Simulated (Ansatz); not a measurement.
Abridged output of a molecular run in Ansatz:

```
Functional definition: HF
1761 factors; integrals over basis functions are off by at most 9.2e-4 eV
mean field evaluation 1: about -18771.3639 eV, gradient 3.9e1 eV
mean field evaluation 2: about -18771.6998 eV, gradient 4.0e1 eV
mean field evaluation 4: about -18775.5764 eV, gradient 4.7e0 eV
mean field evaluation 8: about -18775.6448 eV, gradient 2.8e-1 eV
mean field -18775.64532454 eV, -689.9922390872 hartree, gradient 5.0e-6 eV, S^2 0.000000; 0 other end points of the search recorded, 0 dependent functions left out
10 core orbitals not correlated: weight in the atoms' cores, before any rotation towards them, 1.000 or more for the frozen orbitals, at most 0.000 for the correlated occupied ones
reference -18775.64532454 eV, -689.9922390872 hartree; 18, 18 occupied and 267, 267 virtual orbitals, 1761 factors
second order -29.84188214 eV of doubles, -0.00000000 eV of singles
cycle   1  -30.32453577 eV  change   -4.8e-1 eV  update   1.1e-1
cycle   2  -31.01809664 eV  change   -6.9e-1 eV  update   3.4e-2
cycle   3  -31.17681002 eV  change   -1.6e-1 eV  update   1.7e-2
cycle   4  -31.16911369 eV  change    7.7e-3 eV  update   4.3e-3
cycle   5  -31.16759062 eV  change    1.5e-3 eV  update   1.9e-3
cycle   6  -31.16848127 eV  change   -8.9e-4 eV  update   5.7e-4
cycle   7  -31.16836231 eV  change    1.2e-4 eV  update   2.1e-4
cycle   8  -31.16827021 eV  change    9.2e-5 eV  update   7.7e-5
cycle   9  -31.16828144 eV  change   -1.1e-5 eV  update   3.0e-5
perturbative correction -1.34713321 eV, -0.0495062324 hartree
Total energy: -18808.16073919 eV, -691.1871585360 hartree
```

Its atoms:

Cartesian coordinates in Å:
```
C 0.8697 1.1912 1.2474
C 0.3303 0.8186 -0.1158
Cl 1.4911 1.4442 -1.3763
C 0.1304 -0.6351 -0.2970
C -1.0162 -1.1355 -0.7397
O -1.2166 -2.4646 -0.8923
H 1.8203 0.6876 1.4334
H 1.0276 2.2673 1.3263
H 0.1575 0.8791 2.0159
H -0.5967 1.3563 -0.3204
H 0.9553 -1.2988 -0.0569
H -1.8505 -0.4873 -1.0011
H -2.1024 -2.6231 -1.2236
```

(1) Which basis set was used?
A. def2-TZVPPD
B. def2-TZVPP
C. def2-SVPD
D. def2-SVP

(2) Write the keys of the input that set method, charge and spin (a neutral closed shell needs none for the last two).

Results:

(1) B. It gives 295 functions.

(2) 
```yaml
correlation: {method: ccsd_t}
```
